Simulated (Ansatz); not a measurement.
# AlBH4 (singlet): from Hartree-Fock to the top rungs at distance B1–Al2 = 2.372 Å, cc-pVDZ

Aim: climb from Hartree-Fock through coupled cluster and multireference methods for AlBH4 (singlet) at one geometry and basis, and see what each rung misses.

Computed with Ansatz 0.2.0, Gaussian basis. Level: cc-pVDZ, core rule «outside noble gas», up to 6 orbitals frozen.

Plan: UHF; CCSD(T) on RHF; BCCD(T) on RHF; CISD; CCSDT(Q) on RHF; CCSDTQ on RHF; CASSCF and MRCISD+Q, 2 electrons in 2 orbitals; CASSCF and NEVPT2, 2 electrons in 2 orbitals.

8 further runs of the same task are left out: 8 for a known fault of the program.

## (1) What is computed

The geometry derives from a PBE0/def2-TZVP stationary point (not a proven minimum). One bond is set to the value named and the two fragments are kept rigid.

6 atoms, charge 0, spin multiplicity 1.

Atoms are counted from 1 here; the program's logs count them from 0.

Bond lengths: B1–Al2 2.372 Å, B1–H3 1.199 Å, B1–H4 1.199 Å, Al2–H5 1.593 Å, Al2–H6 1.593 Å. Angles: Al2–B1–H3 122.4°, Al2–B1–H4 122.4°, H3–B1–H4 115.2°, B1–Al2–H5 121.6°, B1–Al2–H6 121.6°, H5–Al2–H6 116.8°.

## (2) UHF

in.yaml reads:

```yaml
crystal:
  periodic: [false, false, false]
  atoms:
    - {symbol: B, position_ang: [0.000000, 0.000000, 1.653803]}
    - {symbol: Al, position_ang: [0.000000, 0.000000, -0.718197]}
    - {symbol: H, position_ang: [0.000000, 1.012208, 2.296617]}
    - {symbol: H, position_ang: [0.000000, -1.012208, 2.296617]}
    - {symbol: H, position_ang: [0.000000, 1.356810, -1.553115]}
    - {symbol: H, position_ang: [0.000000, -1.356810, -1.553115]}
basis:
  gaussian: {orbitals: cc-pVDZ}
magnetization: {spin_polarized: true, initial_magnetization: 0}
hamiltonian: {xc: hf}
output: {orbitals: {seedname: orbitals}}
```

The run is started by

```bash
> ansatz run in.yaml --threads 1 --pin off --events-out ev --progress --plain --max-ram 4096MiB --backend cpu
```

Further steps of the session: CCSD(T) on RHF; BCCD(T) on RHF; CISD; CCSDT(Q) on RHF; CCSDTQ on RHF; CASSCF and MRCISD+Q, 2 electrons in 2 orbitals; CASSCF and NEVPT2, 2 electrons in 2 orbitals.

Before running them: what should the planned runs give, taken together? Wanted: RCCSDTQ below the RHF energy; RMP2 from RCCSDTQ; RCCSD from RCCSDTQ; RCCSD(T) from RCCSDTQ; RCCSDT(Q) from RCCSDTQ; NEVPT2 pair from RCCSDTQ; MRCISD+Q pair from RCCSDTQ; T1 diagnostic.

The runs gave:

| quantity | value |
| --- | --- |
| RCCSDTQ below the RHF energy | -5.2793 eV |
| RMP2 from RCCSDTQ | +118.8 kJ/mol |
| RCCSD from RCCSDTQ | +12.2 kJ/mol |
| RCCSD(T) from RCCSDTQ | +2.8 kJ/mol |
| RCCSDT(Q) from RCCSDTQ | +0.1 kJ/mol |
| NEVPT2 pair from RCCSDTQ | +120.3 kJ/mol |
| MRCISD+Q pair from RCCSDTQ | +0.8 kJ/mol |
| levels within 1 kcal/mol (43 meV) | RCCSD(T), BCCD(T), RCCSDT, RCCSDT(Q), MRCISD+Q pair |
| T1 diagnostic | 0.009 |

RCCSD(T) lands +2.8 kJ/mol from the yardstick (0.6 % of the correlation energy). Of the multireference levels listed MRCISD+Q pair comes nearest in total energy (+0.8 kJ/mol), which doesn't show that its space is the better one. These misses are within one basis, not against nature.
